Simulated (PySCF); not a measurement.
Computed IR spectrum (relative IR intensity) of a molecule C2H4O2. Coordinates come from a PBE-D3(BJ)/def2-SVP optimisation. One conformer was computed; it need not be the lowest. Computed with PBE-D3(BJ)/def2-SVP (PySCF 2.14.0). No scaling factor is applied to the harmonic values.

ν (cm⁻¹): 290 (w), 353 (w), 762 (vw), 935 (w), 1138 (m), 1197 (vs), 1399 (vw), 1404 (w), 1420 (w), 1795 (vs), 2949 (m), 2978 (w), 3067 (w), 3115 (vw) (against the strongest line: vs over 80 %, s over 45 %, m over 15 %, w over 4 %, vw less)

Task: Identify the compound among the candidates.
A. C1OCO1
B. CC(=O)O
C. COC=O

Result: C, COC=O
